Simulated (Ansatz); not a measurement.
quartet CH: a two-point extrapolation

CH has 2 atoms, charge 0, and is taken as a quartet. As SMILES of the parent species, `[CH]`. The coordinates come from a PBE0-D4/def2-TZVP relaxation. That shape belongs to the parent species and isn't relaxed for this state.

```xyz
2

C     0.0000    0.0000   -0.0041
H     0.0000    0.0000    1.1184
```

CCSD(T) energies, 1 core orbital frozen (Ansatz 0.2.0):

| basis | X | functions | Hartree–Fock (Eh) | correlation (Eh) |
| --- | --- | --- | --- | --- |
| aug-cc-pVDZ | 2 | 32 | -38.280860 | -0.082754 |
| aug-cc-pVTZ | 3 | 69 | -38.287832 | -0.098496 |

The correlation energy converges as X⁻³, the Hartree–Fock energy about exponentially.

Estimate the basis-set limit from the two largest sets.


1. Correlation: E(∞) = (3³ E(3) − 2³ E(2))/(3³ − 2³) = (27 × (-0.098496) − 8 × (-0.082754))/19 = -0.105124 Eh.
2. Hartree–Fock: take the larger basis, -38.287832 Eh; it moved by -6.97 mEh in the last step.
3. Total: -38.287832 + (-0.105124) = -38.392956 Eh.
4. aug-cc-pVTZ holds 93.7 % of the extrapolated correlation energy, aug-cc-pVDZ 78.7 %.

This is an estimate of the method's limit, not an exact energy. Double-zeta sets lie outside the range where X⁻³ holds well, so a D–T extrapolation is rough.
